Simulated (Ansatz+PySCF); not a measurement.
The numbers below are computed, except where a source is named.
Several solutions for singlet HF

```yaml
atoms:
  - { symbol: H, position_ang: [0.0000, 0.0000, -2.4846] }
  - { symbol: F, position_ang: [0.0000, 0.0000, 0.2761] }
```

Basis set: cc-pVDZ (spherical functions). Charge 0, multiplicity 1.

PBE (unrestricted) was run from several starts with Ansatz (development build ahead of 0.2.0).

| run | program | start | converged | energy (hartree) | <S²> |
| --- | --- | --- | --- | --- | --- |
| A | Ansatz | atomic start, no search | yes | -100.09051 | – |
| B | Ansatz | search for the lowest state | yes | -100.13211 | – |
| C | Ansatz | stability test followed | yes | -100.13211 | – |

(1) Which runs reached the lowest solution of this kind, and what is wrong with the others?

Answers

(1) B, C reached the lowest solution found. Converged but too high: A by 1.13 eV. Convergence only shows a stationary point, and even a stable one can lie too high; stability tests and further starts are what find lower ones. Caution: charge can spread falsely over distant fragments. Caution: the unrestricted determinant is spin contaminated.
